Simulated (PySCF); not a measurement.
Gas-phase reaction: 3 H3SiNH2 ⇌ HSiNH2 + 2 NH3 + 2 SiH3

Energies from PySCF (xtb for GFN2), thermal terms from the rigid-rotor harmonic-oscillator model, ideal gas at 1 bar. † marks an energy on the PBE0/def2-TZVP geometry and frequencies; other levels use their own. MP2 and CCSD(T) freeze the core. 6-31G* has spherical d functions here. Open shells (unrestricted): SiH3 (multiplicity 2); the rest are closed-shell singlets. GFN2 has no spin-polarisation term. B3LYP is the form with VWN-RPA correlation. H3SiNH2, HSiNH2: computed as isolated molecules; such fragments, hydroxides, amides, oligomers or adducts are transient or little studied in the gas. MP2 isn't extrapolated to the basis-set limit; its ΔH°(298 K) is 532.2 kJ in def2-SVP and 568.3 kJ in def2-TZVPP. CCSD(T) isn't extrapolated to the basis-set limit; its ΔH°(298 K) is 506.1 kJ in def2-SVP and 542.8 kJ in def2-TZVPP. The harmonic model lacks anharmonicity and excited electronic states, which grow with temperature; levels with a mode under 35 cm⁻¹ are left out. Internal rotation in H3SiNH2, HSiNH2 is treated as a harmonic vibration of one conformer, which makes the entropy rough.

```csv
level,"ΔE electronic, kJ","ΔH°(298 K), kJ","ΔS°(298 K), J/K","ΔG°(2500 K), kJ"
B3LYP/6-31G*,518,512,276,-107
BLYP/def2-TZVP†,498,493,271,-112
CCSD(T)/def2-SVP†,511,506,271,-99
CCSD(T)/def2-TZVPP†,547,543,271,-62
GFN2-xTB,714,713,284,79
HF/6-31G*,481,476,273,-136
MP2/def2-TZVPP†,573,568,271,-37
PBE/def2-TZVP†,514,510,271,-95
r2SCAN/def2-TZVP†,547,542,271,-63
LDA/def2-TZVP†,595,590,271,-15
ωB97M-V/def2-TZVP†,570,566,271,-39
```
ΔH° is lowest at HF/6-31G* and highest at GFN2-xTB. No reference value is set beside these.
